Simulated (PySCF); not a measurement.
# SiH4 (silane): BCCD(T)/STO-3G

What is the energy change on altering one bond length of SiH4 (silane) at BCCD(T)/STO-3G? Input form: a Python script.

The results are computed with PySCF 2.14.0.

9 further runs of the same task are left out: 9 set aside as unsound or not needed.

## Step 1: Starting point

The species is SiH4 (5 atoms), meant as a singlet with charge 0. As SMILES, `[SiH4]`. The shape is that of a PBE0-D4/def2-TZVP optimisation.

Bond lengths: Si1–H2 1.485 Å, Si1–H3 1.485 Å, Si1–H4 1.485 Å, Si1–H5 1.485 Å. Angles: H2–Si1–H3 109.5°, H2–Si1–H4 109.5°, H2–Si1–H5 109.5°, H3–Si1–H4 109.5°, H3–Si1–H5 109.5°, H4–Si1–H5 109.5°.

## Step 2: A single-point energy at BCCD(T)/STO-3G

calc.py reads:

```python
# [SiH4]
from pyscf import gto, scf, cc
from pyscf.cc.bccd import bccd_kernel_

system = gto.M(
    atom=[
    ('Si', (-0.000000, 0.000000, -0.000100)),
    ('H', (0.967600, -0.688400, 0.890900)),
    ('H', (-1.331000, 0.044900, 0.656000)),
    ('H', (-0.105100, -0.740300, -1.282600)),
    ('H', (0.468500, 1.383800, -0.264200)),
],
    verbose=4,
    spin=0,
    max_memory=1860,
    charge=0,
    basis='sto-3g',
)

mf = scf.RHF(system)
mf.conv_tol = 1e-10
mf.kernel()
if not mf.converged:
    mf = mf.newton().run(mf.mo_coeff, mf.mo_occ)

mycc = cc.CCSD(mf, frozen=5).run()
mycc = bccd_kernel_(mycc, diis=True)
e_t = mycc.ccsd_t()
energy = mycc.e_tot + e_t
print('E = %.10f Eh' % energy)
```

Command:

```sh
OMP_NUM_THREADS=1 python calc.py
```

What it wrote:

```text
PySCF version 2.14.0

[INPUT] num. atoms = 5
[INPUT] num. electrons = 18
[INPUT] charge = 0
[INPUT] spin (= nelec alpha-beta = 2S) = 0
[INPUT] symmetry False subgroup None
[INPUT] Mole.unit = angstrom
[INPUT] Symbol           X                Y                Z      unit          X                Y                Z       unit  Magmom
[INPUT]  1 Si     0.000000000000   0.000000000000  -0.000100000000 AA    0.000000000000   0.000000000000  -0.000188972612 Bohr   0.0
[INPUT]  2 H      0.967600000000  -0.688400000000   0.890900000000 AA    1.828498998129  -1.300887464151   1.683557004375 Bohr   0.0
[INPUT]  3 H     -1.331000000000   0.044900000000   0.656000000000 AA   -2.515225471796   0.084848702993   1.239660337715 Bohr   0.0
[INPUT]  4 H     -0.105100000000  -0.740300000000  -1.282600000000 AA   -0.198610215692  -1.398964250016  -2.423762727367 Bohr   0.0
[INPUT]  5 H      0.468500000000   1.383800000000  -0.264200000000 AA    0.885336689359   2.615003011173  -0.499265642110 Bohr   0.0

nuclear repulsion = 21.2705882798215
number of shells = 9
number of NR pGTOs = 39
number of NR cGTOs = 13
basis = sto-3g
ecp = {}

******** <class 'pyscf.scf.hf.RHF'> ********
method = RHF
initial guess = minao
damping factor = 0
level_shift factor = 0
DIIS = <class 'pyscf.scf.diis.CDIIS'>
diis_start_cycle = 1
diis_space = 8
diis_damp = 0
SCF conv_tol = 1e-10
SCF conv_tol_grad = None
SCF max_cycles = 50
direct_scf = True
direct_scf_tol = 1e-13
Set gradient conv threshold to 1e-05
Initial guess from minao.
init E= -287.291453377271
  HOMO = -0.371661238053238  LUMO = 0.383372173450002  gap/eV = 20.54551
cycle= 1 E= -287.905638094055  delta_E= -0.614  |g|= 0.078  |ddm|= 1.99
  HOMO = -0.420951041797162  LUMO = 0.510593017848004  gap/eV = 25.34861
cycle= 2 E= -287.908876106159  delta_E= -0.00324  |g|= 0.0186  |ddm|= 0.146
  HOMO = -0.419732018878097  LUMO = 0.516853078390179  gap/eV = 25.48578
cycle= 3 E= -287.909068696098  delta_E= -0.000193  |g|= 0.000958  |ddm|= 0.0435
  HOMO = -0.420316046940778  LUMO = 0.516364806095702  gap/eV = 25.48838
cycle= 4 E= -287.909069067096  delta_E= -3.71e-07  |g|= 3.26e-05  |ddm|= 0.00183
  HOMO = -0.420326774964279  LUMO = 0.516348867815513  gap/eV = 25.48824
cycle= 5 E= -287.909069067248  delta_E= -1.52e-10  |g|= 1.12e-07  |ddm|= 2.65e-05
  HOMO = -0.420326950317724  LUMO = 0.516349225106245  gap/eV = 25.48826
cycle= 6 E= -287.909069067247  delta_E= 2.27e-13  |g|= 4.16e-09  |ddm|= 2.2e-07
  HOMO = -0.420326948739076  LUMO = 0.516349220722693  gap/eV = 25.48826
Extra cycle  E= -287.909069067248  delta_E= -1.14e-13  |g|= 1.02e-09  |ddm|= 8.44e-09
converged SCF energy = -287.909069067248

******** <class 'pyscf.cc.ccsd.CCSD'> ********
CC2 = 0
CCSD nocc = 4, nmo = 8
frozen orbitals 5
max_cycle = 50
direct = 0
conv_tol = 1e-07
conv_tol_normt = 1e-05
diis_space = 6
diis_start_cycle = 0
diis_start_energy_diff = 1e+09
Init t2, MP2 energy = -287.955675626809  E_corr(MP2) -0.0466065595610251
Init E_corr(CCSD) = -0.0466065595610251
cycle = 1  E_corr(CCSD) = -0.0619262823084588  dE = -0.0153197227  norm(t1,t2) = 0.0436484
cycle = 2  E_corr(CCSD) = -0.0673459569473227  dE = -0.00541967464  norm(t1,t2) = 0.0161935
cycle = 3  E_corr(CCSD) = -0.0704965503337879  dE = -0.00315059339  norm(t1,t2) = 0.00614878
cycle = 4  E_corr(CCSD) = -0.0705214822747623  dE = -2.4931941e-05  norm(t1,t2) = 0.000629818
cycle = 5  E_corr(CCSD) = -0.0705280027021252  dE = -6.52042736e-06  norm(t1,t2) = 7.25744e-05
cycle = 6  E_corr(CCSD) = -0.0705269076475081  dE = 1.09505462e-06  norm(t1,t2) = 9.30041e-06
cycle = 7  E_corr(CCSD) = -0.0705271122308595  dE = -2.04583351e-07  norm(t1,t2) = 1.62658e-06
cycle = 8  E_corr(CCSD) = -0.0705271550832447  dE = -4.28523852e-08  norm(t1,t2) = 2.49368e-07
CCSD converged
E(CCSD) = -287.9795962223308  E_corr = -0.07052715508324468
BCCD loop starts.

******** <class 'pyscf.cc.ccsd.CCSD'> ********
CC2 = 0
CCSD nocc = 4, nmo = 8
frozen orbitals 5
max_cycle = 50
direct = 0
conv_tol = 1e-07
conv_tol_normt = 1e-05
diis_space = 6
diis_start_cycle = 0
diis_start_energy_diff = 1e+09
Init E_corr(CCSD) = -0.0704745623727456
cycle = 1  E_corr(CCSD) = -0.0708166617583327  dE = -0.000342099386  norm(t1,t2) = 0.00959719
cycle = 2  E_corr(CCSD) = -0.0707826866521696  dE = 3.39751062e-05  norm(t1,t2) = 0.00167017
cycle = 3  E_corr(CCSD) = -0.0707434469667174  dE = 3.92396855e-05  norm(t1,t2) = 0.000360923
cycle = 4  E_corr(CCSD) = -0.0707284084720667  dE = 1.50384947e-05  norm(t1,t2) = 4.88264e-05
cycle = 5  E_corr(CCSD) = -0.0707270368802274  dE = 1.37159184e-06  norm(t1,t2) = 6.63305e-06
cycle = 6  E_corr(CCSD) = -0.0707268489465941  dE = 1.87933633e-07  norm(t1,t2) = 1.75207e-06
cycle = 7  E_corr(CCSD) = -0.07072689726324  dE = -4.83166459e-08  norm(t1,t2) = 3.17636e-07
CCSD converged
E(CCSD) = -287.9795796618029  E_corr = -0.07072689726323998
BCC iter:    0  E:    -287.979579661803  dE:    1.656e-05  |t1|:    1.455e-03

******** <class 'pyscf.cc.ccsd.CCSD'> ********
CC2 = 0
CCSD nocc = 4, nmo = 8
frozen orbitals 5
max_cycle = 50
direct = 0
conv_tol = 1e-07
conv_tol_normt = 1e-05
diis_space = 6
diis_start_cycle = 0
diis_start_energy_diff = 1e+09
Init E_corr(CCSD) = -0.0707026021686108
cycle = 1  E_corr(CCSD) = -0.0706657038036179  dE = 3.6898365e-05  norm(t1,t2) = 0.00120233
cycle = 2  E_corr(CCSD) = -0.0706708431210148  dE = -5.1393174e-06  norm(t1,t2) = 0.000210385
cycle = 3  E_corr(CCSD) = -0.0706759832762888  dE = -5.14015527e-06  norm(t1,t2) = 4.54713e-05
cycle = 4  E_corr(CCSD) = -0.0706778729089056  dE = -1.88963262e-06  norm(t1,t2) = 6.0506e-06
cycle = 5  E_corr(CCSD) = -0.0706780267655105  dE = -1.53856605e-07  norm(t1,t2) = 7.07916e-07
cycle = 6  E_corr(CCSD) = -0.0706780557452505  dE = -2.897974e-08  norm(t1,t2) = 2.05943e-07
CCSD converged
E(CCSD) = -287.9795817901548  E_corr = -0.07067805574525046
BCC iter:    1  E:    -287.979581790155  dE:   -2.128e-06  |t1|:    4.487e-07
CCSD(T) correction = -0.000382656575513069
E = -287.9799644467 Eh
```

It took 0.79 s on 1 thread of Arm Neoverse V1, shared host; peak memory 0.1 GiB.

## Step 3: The distorted shape

job.py reads:

```python
from pyscf import gto, cc
from pyscf.cc.bccd import bccd_kernel_

mol = gto.Mole()
mol.atom = '''
Si  -0.093712  -0.276795   0.052727
H    0.873888  -0.965195   0.943727
H   -1.424712  -0.231895   0.708827
H   -0.198812  -1.017095  -1.229773
H    0.468500   1.383800  -0.264200
'''
mol.verbose = 3
mol.spin = 0
mol.max_memory = 1860
mol.basis = 'sto-3g'
mol.charge = 0
mol.build()

mf = mol.RHF()
mf.conv_tol = 1e-10
mf.kernel()
if not mf.converged:
    mf = mf.newton().run(mf.mo_coeff, mf.mo_occ)

mycc = cc.CCSD(mf, frozen=5).run()
mycc = bccd_kernel_(mycc, diis=True)
e_t = mycc.ccsd_t()
e_tot = mycc.e_tot + e_t
print('E(%s) = %.9f' % ('BCCD(T)', e_tot))
```

Command:

```sh
OMP_NUM_THREADS=1 python job.py
```

What it wrote:

```text
converged SCF energy = -287.863164536507
E(CCSD) = -287.9450016392628  E_corr = -0.08183710275568136
BCCD loop starts.

******** <class 'pyscf.cc.ccsd.CCSD'> ********
CC2 = 0
CCSD nocc = 4, nmo = 8
frozen orbitals 5
max_cycle = 50
direct = 0
conv_tol = 1e-07
conv_tol_normt = 1e-05
diis_space = 6
diis_start_cycle = 0
diis_start_energy_diff = 1e+09
Init E_corr(CCSD) = -0.081739124139833
cycle = 1  E_corr(CCSD) = -0.0822777297684216  dE = -0.000538605629  norm(t1,t2) = 0.013294
cycle = 2  E_corr(CCSD) = -0.0822279965745163  dE = 4.97331939e-05  norm(t1,t2) = 0.00210209
cycle = 3  E_corr(CCSD) = -0.0821714139491525  dE = 5.65826254e-05  norm(t1,t2) = 0.000470026
cycle = 4  E_corr(CCSD) = -0.082148031531334  dE = 2.33824178e-05  norm(t1,t2) = 8.18838e-05
cycle = 5  E_corr(CCSD) = -0.0821460944978571  dE = 1.93703348e-06  norm(t1,t2) = 1.27339e-05
cycle = 6  E_corr(CCSD) = -0.0821456570120173  dE = 4.3748584e-07  norm(t1,t2) = 4.05615e-06
cycle = 7  E_corr(CCSD) = -0.082145675660046  dE = -1.86480287e-08  norm(t1,t2) = 1.05321e-06
CCSD converged
E(CCSD) = -287.9449730072822  E_corr = -0.08214567566004599
BCC iter:    0  E:    -287.944973007282  dE:    2.863e-05  |t1|:    2.418e-03

******** <class 'pyscf.cc.ccsd.CCSD'> ********
CC2 = 0
CCSD nocc = 4, nmo = 8
frozen orbitals 5
max_cycle = 50
direct = 0
conv_tol = 1e-07
conv_tol_normt = 1e-05
diis_space = 6
diis_start_cycle = 0
diis_start_energy_diff = 1e+09
Init E_corr(CCSD) = -0.0821012261293188
cycle = 1  E_corr(CCSD) = -0.0820337583082826  dE = 6.7467821e-05  norm(t1,t2) = 0.00203446
cycle = 2  E_corr(CCSD) = -0.0820433119213656  dE = -9.55361308e-06  norm(t1,t2) = 0.000331072
cycle = 3  E_corr(CCSD) = -0.0820524700611173  dE = -9.15813975e-06  norm(t1,t2) = 7.61592e-05
cycle = 4  E_corr(CCSD) = -0.0820559830300329  dE = -3.51296892e-06  norm(t1,t2) = 1.28601e-05
cycle = 5  E_corr(CCSD) = -0.0820562241455164  dE = -2.41115484e-07  norm(t1,t2) = 1.44101e-06
cycle = 6  E_corr(CCSD) = -0.0820562836123838  dE = -5.94668674e-08  norm(t1,t2) = 4.22306e-07
CCSD converged
E(CCSD) = -287.9449774575766  E_corr = -0.08205628361238385
BCC iter:    1  E:    -287.944977457577  dE:   -4.450e-06  |t1|:    2.403e-05

******** <class 'pyscf.cc.ccsd.CCSD'> ********
CC2 = 0
CCSD nocc = 4, nmo = 8
frozen orbitals 5
max_cycle = 50
direct = 0
conv_tol = 1e-07
conv_tol_normt = 1e-05
diis_space = 6
diis_start_cycle = 0
diis_start_energy_diff = 1e+09
Init E_corr(CCSD) = -0.0820563042954227
cycle = 1  E_corr(CCSD) = -0.0820563939627073  dE = -8.96672847e-08  norm(t1,t2) = 1.95445e-05
cycle = 2  E_corr(CCSD) = -0.0820564055214303  dE = -1.1558723e-08  norm(t1,t2) = 4.5984e-06
CCSD converged
E(CCSD) = -287.9449775004825  E_corr = -0.0820564055214303
BCC iter:    2  E:    -287.944977500483  dE:   -4.291e-08  |t1|:    6.257e-07
CCSD(T) correction = -0.000550477855632927
E(BCCD(T)) = -287.945527978
```

Wall time 0.91 s (1 thread of Arm Neoverse V1, shared host); peak memory 0.12 GiB.

## Step 4: What came out

At BCCD(T)/STO-3G, 5 core orbitals frozen:

| quantity | value |
| --- | --- |
| first shape: total energy | -287.97996 Eh |
| first shape: correlation energy (5 core orbitals frozen) | -70.9 mEh |
| first shape: (T) correction | -0.38 mEh |
| distorted shape: total energy | -287.94553 Eh |
| distorted shape: correlation energy (5 core orbitals frozen) | -82.4 mEh |
| distorted shape: (T) correction | -0.55 mEh |
| energy change with the Si1–H5 bond stretched from 1.485 to 1.782 Å | 0.937 eV |

**Reading.** With the Si1–H5 bond stretched from 1.485 to 1.782 Å the energy rises by 0.94 eV (90.4 kJ/mol). The first shape isn't relaxed at this level, so the change isn't measured from a minimum. The minimal basis adds a large error of its own. The triples (first shape) make up 0.5 % of the correlation energy. The triples (distorted shape) make up 0.7 % of the correlation energy.
